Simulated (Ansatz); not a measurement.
Relaxation of AlFH$_{5}$Si (8 atoms, charge 0, multiplicity 2), to a largest force component of 0.03 eV/Å in at most 50 steps.

All numbers below come from UKS PBE0-D4/6-31G* (Ansatz 0.2.0).

```xyz
8
Properties=species:S:1:pos:R:3:forces:R:3
Al 0.000 0.000 -0.299 0.00 0.00 0.39
F -0.001 0.000 1.378 0.00 0.00 -0.69
H 1.413 0.000 -1.016 0.00 0.00 0.00
H -1.413 0.000 -1.017 0.00 0.00 0.00
Si 0.000 0.000 4.179 0.00 0.00 0.18
H -0.768 -1.196 4.645 0.04 0.07 0.04
H 1.419 -0.067 4.647 -0.08 0.00 0.04
H -0.651 1.263 4.645 0.04 -0.07 0.04
```

Where does it end, and by what steps?

It converged. The force dipped under the threshold on the way, but the program's further checks kept it going. After 5 steps the energy has fallen by 0.081 eV; F2 moved furthest, 0.38 Å.

| step | energy less start (eV) | largest force component (eV/Å) | accepted |
| --- | --- | --- | --- |
| 0 | 0.0000 | 0.685 | yes |
| 1 | -0.0662 | 0.393 | yes |
| 2 | -0.0808 | 0.067 | yes |
| 3 | -0.0813 | 0.007 | yes |
| 4 | -0.0809 | 0.065 | no |
| 5 | -0.0813 | 0.007 | yes |

```xyz
8
Properties=species:S:1:pos:R:3
Al -0.001 0.000 -0.654
F -0.002 -0.003 1.003
H 1.409 0.001 -1.379
H -1.410 0.001 -1.381
Si 0.002 0.000 4.539
H -0.764 -1.190 5.011
H 1.413 -0.066 5.015
H -0.648 1.257 5.009
```

Whether the end is a true minimum wasn't checked by a vibrational analysis.

Run time: 23 s on 1 thread of Arm Neoverse V1, with other jobs on the host, peak memory 0.16 GiB.
